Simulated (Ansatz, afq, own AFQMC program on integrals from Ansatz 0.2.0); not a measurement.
## Where AFQMC and coupled cluster stand for BHO, singlet

```xyz
3

B     0.0000    0.0000    0.0084
O     0.0000    0.0000   -1.1895
H     0.0000    0.0000    1.1811
```

Connectivity, by distances: BH–O.

Basis cc-pVDZ. Only valence electrons are correlated. AFQMC by an in-house program on the Cholesky factors that Ansatz 0.2.0 writes for its CCSD(T) run. ph-AFQMC/CISD is guided by a CISD state made of CCSD amplitudes; releasing the constraint for a short imaginary time cuts its bias at the price of noise, slowly where states lie close. Free projection: walkers drawn from exp(T), propagated without any constraint. Its projection time is finite, and what remains of the start isn't in its error. ± is one standard error of the sampling.

Determinant: RHF, the one that the program's search chose, which needn't be the lowest solution. The geometry is a point of a scan.

No full CI on the walks' own integrals is used here; CCSDT(Q) serves as the reference and is uncertain by about the last step of the cluster series.

Cautions: higher spins were not checked; raised T1 diagnostic (T1 0.022, weight of the determinant 0.90, largest double 0.06).

The T1 diagnostic is 0.0219. The weight of the determinant in the CISD state is 0.902 and the size of the correlated space is 10 electrons in 31 orbitals.

Reference: CCSDT(Q), correlation energy -7.776 eV. The released energy is read at 2.40 1/Eh (meV from the phaseless value at times in 1/Eh: -15 ± 17 at 0.24, -11 ± 14 at 0.51, -33 ± 15 at 0.99, -13 ± 16 at 1.62, 0 ± 23 at 2.40).

| level | E − E(reference) (mEh) | share of correlation (%) |
| --- | --- | --- |
| HF | 285.76 | 0.00 |
| MP2 | 18.20 | 93.63 |
| CCSD | 10.59 | 96.30 |
| CCSD(T) | 1.56 | 99.45 |
| CCSDT | 1.03 | 99.64 |
| ph-AFQMC/CISD | 0.74 ± 0.55 | 99.74 |
| released AFQMC | 0.74 ± 0.86 | 99.74 |
| free AFQMC | 0.71 ± 0.74 | 99.75 |

Free projections are given only where their last times agree within the noise and don't stop above the reference; a slow remainder of the start can still hide under it. A walk keeps the symmetry of its determinant, which the program's search chose and which needn't be the lowest solution, so a lower state of the same spin and another symmetry isn't excluded. Released energies are given only where the last usable release times agree within the noise; a slower fall can still hide under it.
